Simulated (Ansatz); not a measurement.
SiO, singlet: cost against accuracy

Geometry (MP2(full)/6-31G*, from the G2/97 set):

```json
{"atom": "Si", "x (Å)": "0.0000", "y (Å)": "0.0000", "z (Å)": "0.0000"}
{"atom": "O", "x (Å)": "0.0000", "y (Å)": "0.0000", "z (Å)": "1.5423"}
```

Measured, as an electronic atomization energy: 192.3 kcal/mol (G2/97 heats of formation of molecule and atoms, with zero-point and thermal terms from B3LYP taken off; Curtiss et al., J. Chem. Phys. 106, 1063 (1997), Staroverov et al., J. Chem. Phys. 119, 12129 (2003)). The measured value holds scalar relativity and spin–orbit coupling, which all computed ones lack, and core correlation, which the wave-function levels lack. Atoms are taken at the same level; beside RHF, RMP2 and RCC rows they are unrestricted. The atoms' steps beyond CCSDT(Q) are taken from restricted open-shell runs, which share full CI's core. Ansatz 0.2.0; the 6-31G* set has Cartesian d functions; a miss is computed less measured; times are wall times on shared hosts and scatter by a factor of two or so. A small miss in a small set is a cancellation of the method's error against the basis error.

```
                     level        basis  miss (kcal/mol)       time of the run              hardware
                      CISD       STO-3G            -40.3                0.06 s          1 CPU thread
                    CISDTQ       STO-3G            -28.6                0.12 s          1 CPU thread
                   full CI       STO-3G            -27.2                0.15 s          1 CPU thread
                   BCCD(T)       STO-3G            -27.0                0.18 s          1 CPU thread
                       PBE        6-31G            -30.6                0.21 s          1 CPU thread
                      PBE0        6-31G            -49.7                0.21 s          1 CPU thread
                     BHLYP        6-31G            -66.1                0.21 s          1 CPU thread
                     SPW92  cc-pV(T+d)Z             31.3                0.24 s          1 CPU thread
                      PBE0       STO-3G             -7.7                0.24 s          1 CPU thread
                     BHLYP       STO-3G            -33.6                0.27 s          1 CPU thread
                      PBE0       6-31G*            -16.9                0.27 s          1 CPU thread
                     B3LYP       STO-3G             -1.2                0.27 s          1 CPU thread
                 RCCSDT(Q)       STO-3G            -27.5                0.33 s          1 CPU thread
                     B3LYP  cc-pV(D+d)Z            -12.8                0.33 s          1 CPU thread
                    revPBE  cc-pV(T+d)Z             -4.0                0.36 s          1 CPU thread
                   RPA-PBE       6-31G*            -26.1                0.42 s          1 CPU thread
                   RPA-PBE  cc-pV(D+d)Z            -32.9                0.45 s          1 CPU thread
                      CISD       6-31G*            -37.6                0.51 s          1 CPU thread
                    B2PLYP       STO-3G             -9.9                0.54 s          1 CPU thread
                   wB97X-V        6-31G            -46.5                0.66 s          1 CPU thread
                    B2PLYP  cc-pV(T+d)Z             -2.6                0.69 s          1 CPU thread
                   wB97M-V        6-31G            -41.4                0.78 s          1 CPU thread
                      PBE0  cc-pV(Q+d)Z             -9.7                0.79 s          1 CPU thread
                   r2SCANh  cc-pV(T+d)Z             -9.9                0.84 s          1 CPU thread
                    r2SCAN  cc-pV(T+d)Z             -4.9  0.96 s (with forces)          1 CPU thread
                   wB97X-V  cc-pV(T+d)Z             -3.8                 1.1 s          1 CPU thread
                   RCCSDTQ       STO-3G            -27.1                 1.2 s          1 CPU thread
                    B97M-V  cc-pV(T+d)Z             -3.2                 1.2 s          1 CPU thread
                   wB97M-V  cc-pV(T+d)Z             -0.2   1.5 s (with forces)          1 CPU thread
                 RCCSDT(Q)       6-31G*            -18.6                 1.5 s          1 CPU thread
                       RHF  cc-pV(T+d)Z            -84.8                 1.9 s          1 CPU thread
NEVPT4(SD) (valence space)       6-31G*            -23.0                   2 s          1 CPU thread
NEVPT4(SD) (valence space)  cc-pV(D+d)Z            -29.7                   2 s          1 CPU thread
                   wB97M-V  cc-pV(Q+d)Z              0.1                   2 s          1 CPU thread
  MRCISD+Q (valence space)  cc-pV(D+d)Z            -28.3                 2.2 s          1 CPU thread
                    CISDTQ  cc-pV(D+d)Z            -26.5                 2.2 s  H100 + 5 CPU threads
                  RCCSD(T)  cc-pV(T+d)Z             -9.6   2.2 s (with forces)          1 CPU thread
  MRCISD+Q (valence space)  cc-pV(T+d)Z            -12.4                 2.2 s  H100 + 5 CPU threads
                  RCCSD(T)  cc-pV(Q+d)Z             -4.6                 3.1 s          1 CPU thread
                   RCCSDTQ       6-31G*            -18.8                   5 s  H100 + 5 CPU threads
```

HF's time is that of a plain UHF run.

The smallest set from which on each level stays within 1 kcal/mol of its own cc-pV(Q+d)Z value (sets in order of size: STO-3G, 6-31G, 6-31G*, cc-pV(D+d)Z, cc-pV(T+d)Z, cc-pV(Q+d)Z): RHF none (cc-pV(T+d)Z is 1.1 kcal/mol off); PBE cc-pV(T+d)Z; r2SCAN cc-pV(T+d)Z; B3LYP cc-pV(T+d)Z; wB97M-V cc-pV(T+d)Z; B2PLYP none (cc-pV(T+d)Z is 2.2 kcal/mol off); RMP2 none (cc-pV(T+d)Z is 5.4 kcal/mol off); RCCSD(T) none (cc-pV(T+d)Z is 5.0 kcal/mol off).
